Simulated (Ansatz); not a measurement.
The input, for Ansatz 0.2.0:

```yaml
crystal:
  periodic: [false, false, false]
  atoms:
    - {symbol: H, position_ang: [0.000000, 0.000000, -1.112000]}
    - {symbol: H, position_ang: [0.000000, 0.000000, -0.367000]}
    - {symbol: Br, position_ang: [0.000000, 0.000000, 1.479000]}
basis:
  gaussian: {orbitals: 6-31G}
magnetization: {spin_polarized: false, initial_magnetization: 1}
correlation: {active_space: {window: {electrons: 3, orbitals: 3}, places: [1, 2]}}
```

```sh
$ ansatz run in.yaml --threads 1 --pin off --events-out ev --progress --plain --max-ram 2393MiB
```

Task: How does this run end?

Result: Refused. The input was made wrong on purpose (two definitions of the active space), so the run isn't a sound calculation of what was asked.
```
Error: invalid value for `correlation.active_space`: name one of window, places and ras
```
